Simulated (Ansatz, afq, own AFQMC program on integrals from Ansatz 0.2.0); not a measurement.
SiH$_{2}$, triplet: AFQMC among the cluster methods

| atom | x (Å) | y (Å) | z (Å) |
| --- | --- | --- | --- |
| H | 0.0000 | 0.0000 | -1.1147 |
| H | 0.0000 | 0.0000 | -0.2777 |
| Si | 0.0000 | 0.0000 | 1.3923 |

Basis cc-pVTZ. Noble-gas cores (and the filled d shells of Ga–Kr and In–Xe) are frozen. AFQMC by an in-house program on the Cholesky factors that Ansatz 0.2.0 writes for its CCSD(T) run. The CISD trial takes its coefficients from CCSD amplitudes. Released means that phaseless walkers are propagated on without the constraint, phases kept. Uncertainties: one standard error, sampling alone.

Determinant: UHF, the one that the program's search chose, which needn't be the lowest solution. The geometry is a point of a scan.

No full CI on the walks' own integrals is used here; CCSDT(Q) serves as the reference and is uncertain by about the last step of the cluster series.

Cautions: lower spins were not checked.

* T1 diagnostic: 0.0201
* weight of the determinant in the CISD state: 0.908
* ⟨S²⟩ of the determinant: 2.027
* size of the correlated space: 6 electrons in 57 orbitals

Reference: CCSDT(Q), correlation energy -3.519 eV. The released energy is read at 1.62 1/Eh, later times being too noisy (meV from the phaseless value at times in 1/Eh: -3.6 ± 1.7 at 0.24, -4.4 ± 1.5 at 0.51, -5.9 ± 1.8 at 0.99, -8.3 ± 1.6 at 1.62, -4 ± 8 at 2.40).

```
         level  E − E(reference) (meV)  share of correlation (%)
            HF                  3519.2                      0.00
           MP2                   842.7                     76.05
          CCSD                   141.5                     95.98
       CCSD(T)                    30.9                     99.12
         CCSDT                     3.8                     99.89
   ph-AFQMC/HF             60.0 ± 16.9                     98.30
 ph-AFQMC/CISD              11.4 ± 1.7                     99.67
released AFQMC               3.1 ± 1.6                     99.91
```

A walk keeps the symmetry of its determinant, which the program's search chose and which needn't be the lowest solution, so a lower state of the same spin and another symmetry isn't excluded. Released energies are given only where the last usable release times agree within the noise; a slower fall can still hide under it.
